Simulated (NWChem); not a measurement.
All runs are NWChem calculations. System: CHN, charge 0, spin multiplicity 3, at the geometry of a parent with another charge or spin, in a state set for the comparison that need not be this species' ground state. Its SCF solution wasn't tested for a lower state. Level: UPBE0/def2-TZVP.

Job file:

```
start mol
memory heap 200 mb stack 800 mb global 1000 mb
geometry units angstroms nocenter noautoz
  C      0.000000     0.000000     0.748997
  N      0.000000     0.000000    -0.435186
  H      0.000000     0.000000    -1.447679
  symmetry group C2v
end
basis spherical
  * library def2-tzvp
end
dft
  xc pbe0
  odft
  mult 3
  semidirect memsize 60000000 filesize 0
  iterations 100
end
task dft energy
```

Output (cleaned and shortened):

```
             Northwest Computational Chemistry Package (NWChem) 7.3.0
             --------------------------------------------------------

                                NWChem Input Module
                                -------------------

 Scaling coordinates for geometry "geometry" by  1.889725989
 (inverse scale =  0.529177249)

 Turning off AUTOSYM since
 SYMMETRY directive was detected!

                             Geometry "geometry" -> ""
                             -------------------------

 Output coordinates in angstroms (scale by  1.889725989 to convert to a.u.)

  No.       Tag          Charge          X              Y              Z
 ---- ---------------- ---------- -------------- -------------- --------------
    1 C                    6.0000     0.00000000     0.00000000     0.74899700
    2 N                    7.0000     0.00000000     0.00000000    -0.43518600
    3 H                    1.0000     0.00000000     0.00000000    -1.44767900

 Effective nuclear repulsion energy (a.u.)      23.8725185715

            Nuclear Dipole moment (a.u.)
            ----------------------------
        X                 Y               Z
 ---------------- ---------------- ----------------
     0.0000000000     0.0000000000     0.0000018897

      Symmetry information
      --------------------

 Group name             C2v
 Group number             16
 Group order               4
 No. of unique centers     3

      Symmetry unique atoms

     1    2    3


 Summary of "ao basis" -> "" (spherical)
 ------------------------------------------------------------------------------
       Tag                 Description            Shells   Functions and Types
 ---------------- ------------------------------  ------  ---------------------
 *                         def2-tzvp                  on all atoms

                                 NWChem DFT Module
                                 -----------------

 Summary of "ao basis" -> "ao basis" (spherical)
 ------------------------------------------------------------------------------
       Tag                 Description            Shells   Functions and Types
 ---------------- ------------------------------  ------  ---------------------
 C                         def2-tzvp                11       31   5s3p2d1f
 N                         def2-tzvp                11       31   5s3p2d1f
 H                         def2-tzvp                 4        6   3s1p

 Summary of "ao basis" -> "ao basis" (spherical)
 ------------------------------------------------------------------------------
       Tag                 Description            Shells   Functions and Types
 ---------------- ------------------------------  ------  ---------------------
 C                         def2-tzvp                11       31   5s3p2d1f
 N                         def2-tzvp                11       31   5s3p2d1f
 H                         def2-tzvp                 4        6   3s1p

      Symmetry analysis of basis
      --------------------------

        a1         32
        a2          6
        b1         15
        b2         15

            General Information
            -------------------
          SCF calculation type: DFT
          Wavefunction type:  spin polarized.
          No. of atoms     :     3
          No. of electrons :    14
           Alpha electrons :     8
            Beta electrons :     6
          Charge           :     0
          Spin multiplicity:     3
          Use of symmetry is: on ; symmetry adaption is: on
[...]
    39      0.330511  2 N  pz                42      0.233883  2 N  pz
    64     -0.208043  3 H  s                  3      0.180674  1 C  s
    63     -0.174276  3 H  s                  4      0.162722  1 C  s
    35     -0.161880  2 N  s                  8     -0.120400  1 C  pz
     2     -0.109131  1 C  s                 34     -0.095536  2 N  s

 Vector    5  Occ=1.000000D+00  E=-3.725385D-01  Symmetry=b2
              MO Center= -1.6D-16, -1.2D-16, -9.5D-02, r^2= 1.0D+00
   Bfn.  Coefficient  Atom+Function         Bfn.  Coefficient  Atom+Function
  ----- ------------  ---------------      ----- ------------  ---------------
    38      0.367623  2 N  py                41      0.318763  2 N  py
     7      0.242220  1 C  py                44      0.208058  2 N  py
    10      0.185820  1 C  py                13      0.069490  1 C  py
    21     -0.032212  1 C  d -1

 Vector    6  Occ=1.000000D+00  E=-3.407644D-01  Symmetry=b1
              MO Center= -2.2D-15, -1.5D-16, -9.6D-02, r^2= 1.1D+00
   Bfn.  Coefficient  Atom+Function         Bfn.  Coefficient  Atom+Function
  ----- ------------  ---------------      ----- ------------  ---------------
    37      0.363003  2 N  px                40      0.311924  2 N  px
     6      0.238737  1 C  px                43      0.221424  2 N  px
     9      0.178977  1 C  px                12      0.076583  1 C  px
    23      0.032555  1 C  d  1

 Vector    7  Occ=0.000000D+00  E=-1.818419D-01  Symmetry=a1
              MO Center=  5.1D-16,  2.4D-15,  1.1D+00, r^2= 1.2D+00
   Bfn.  Coefficient  Atom+Function         Bfn.  Coefficient  Atom+Function
  ----- ------------  ---------------      ----- ------------  ---------------
     5      0.511902  1 C  s                  4      0.342660  1 C  s
     8      0.288906  1 C  pz                36     -0.246022  2 N  s
     3      0.227089  1 C  s                 11      0.196178  1 C  pz
     2     -0.147015  1 C  s                 39     -0.122143  2 N  pz
    34     -0.117733  2 N  s                 35     -0.096010  2 N  s

 Vector    8  Occ=0.000000D+00  E= 3.575914D-02  Symmetry=b2
              MO Center= -1.2D-17, -1.9D-14,  4.7D-01, r^2= 2.1D+00
   Bfn.  Coefficient  Atom+Function         Bfn.  Coefficient  Atom+Function
  ----- ------------  ---------------      ----- ------------  ---------------
    13      0.675230  1 C  py                44     -0.566117  2 N  py
     7      0.346615  1 C  py                10      0.345604  1 C  py
    38     -0.267336  2 N  py                41     -0.233276  2 N  py
    52      0.032272  2 N  d -1              67     -0.029425  3 H  py

 Vector    9  Occ=0.000000D+00  E= 5.731877D-02  Symmetry=a1
              MO Center= -1.4D-14,  1.6D-14, -2.0D+00, r^2= 2.5D+00
   Bfn.  Coefficient  Atom+Function         Bfn.  Coefficient  Atom+Function
  ----- ------------  ---------------      ----- ------------  ---------------
    65      2.242048  3 H  s                 36     -1.145543  2 N  s
    45      1.025156  2 N  pz                 4     -0.447586  1 C  s
     5     -0.379826  1 C  s                 34     -0.213109  2 N  s
    35      0.164655  2 N  s                 39      0.164218  2 N  pz
    42      0.155802  2 N  pz                11      0.141803  1 C  pz

   alpha - beta orbital overlaps
   -----------------------------

   alpha      1      2      3      4      5      6      7      8      9     10
    beta      1      2      3      4      7      6      5     10      8      9
 overlap   1.000  1.000  0.998  0.985  0.972  0.990  0.990  0.975  0.987  0.997

   alpha     11     12     13     14     15     16     17     18     19     20
    beta     11     12     14     13     15     17     16     18     19     20
 overlap   0.963  0.964  0.977  0.992  0.985  0.985  0.994  0.989  0.975  0.998

   alpha     21     22     23     24     25     26     27     28     29     30
    beta     21     24     22     23     25     26     27     30     29     28
 overlap   0.995  0.996  0.984  0.997  0.988  0.998  0.996  0.929  0.958  0.978

   alpha     31     32     33     34     35     36     37     38     39     40
    beta     31     33     32     34     36     35     37     39     38     40
 overlap   0.934  0.959  0.979  0.999  0.999  0.998  0.999  1.000  0.999  0.998

   alpha     41     42     43     44     45     46     47     48     49     50
    beta     42     41     44     43     46     48     49     47     45     50
 overlap   1.000  1.000  0.997  0.997  0.997  0.793  0.996  0.996  0.791  0.991

   alpha     51     52     53     54     55     56     57     58     59     60
    beta     51     52     53     55     54     56     58     57     59     60
 overlap   0.997  0.996  0.999  1.000  1.000  0.997  1.000  0.999  1.000  0.999

   alpha     61     62     63     64     65     66     67     68
    beta     62     61     63     64     65     66     67     68
 overlap   1.000  1.000  1.000  1.000  1.000  1.000  1.000  1.000

     --------------------------
     Expectation value of S2:
     --------------------------
      <S2> =      2.0225 (Exact =     2.0000)

 center of mass
 --------------
 x =   0.00000000 y =   0.00000000 z =   0.10039611

 moments of inertia (a.u.)
 ------------------
          40.781164311007           0.000000000000           0.000000000000
           0.000000000000          40.781164311007           0.000000000000
           0.000000000000           0.000000000000           0.000000000000

     Multipole analysis of the density
     ---------------------------------

     L   x y z        total         alpha         beta         nuclear
     -   - - -        -----         -----         ----         -------
     0   0 0 0     -0.000000     -8.000000     -6.000000     14.000000

     1   1 0 0     -0.000000     -0.000000     -0.000000      0.000000
     1   0 1 0     -0.000000     -0.000000     -0.000000      0.000000
     1   0 0 1     -0.480483     -1.895215      1.414730      0.000002

     2   2 0 0    -10.186738     -6.594274     -3.592465      0.000000
     2   1 1 0     -0.000000      0.000000     -0.000000      0.000000
     2   1 0 1      0.000000     -0.000000      0.000000      0.000000
     2   0 2 0     -8.725220     -5.123920     -3.601300      0.000000
     2   0 1 1      0.000000      0.000000      0.000000      0.000000
     2   0 0 2     -5.844390    -19.751514    -10.331337     24.238462

 Task  times  cpu:        1.4s     wall:        1.4s

 Total times  cpu:        1.4s     wall:        1.4s
```
